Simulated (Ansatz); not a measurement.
water (SMILES O) at its CCSD(T)/cc-pVQZ minimum, average atomic masses, point group C2v.
(charge 0, multiplicity 1):
| atom | x (Å) | y (Å) | z (Å) |
|---|---|---|---|
| O | 0.0008 | 0.0657 | 0.0052 |
| H | -0.7619 | -0.5122 | -0.0371 |
| H | 0.7488 | -0.5306 | -0.0449 |

Cores are frozen in the correlated methods.

Run with Ansatz (Gaussian orbitals). Values without a source in brackets are computed.

Harmonic frequencies (cm⁻¹): 1659 3844 3951.

Q: Work out the rotational constants, the zero-point energy, and the ideal-gas entropy and heat capacity at 298.15 K and 1 bar (rigid rotor, harmonic oscillator).

A: 
Principal moments 0.621, 1.150, 1.772 u Å² give 16.8576/I = 27.14, 14.65, 9.516 cm⁻¹. Zero point: Σω/2 = 4727 cm⁻¹ = 13.52 kcal/mol. Translation R(1.5 ln M + 2.5 ln T − 1.1517) with M = 18.015 u: 144.91 J/(mol K). Rotation with σ = 2: q = 43.0, S = R(ln q + 3/2) = 43.74. Vibration, summed over R(u/(eᵘ − 1) − ln(1 − e⁻ᵘ)) with u = 1.43878ω/T: 0.02, of which the lowest mode gives 0.02. S° = 188.7 J/(mol K); C_p = 4R + 0.18 = 33.44 J/(mol K).

Ansatz is a first-principles code.
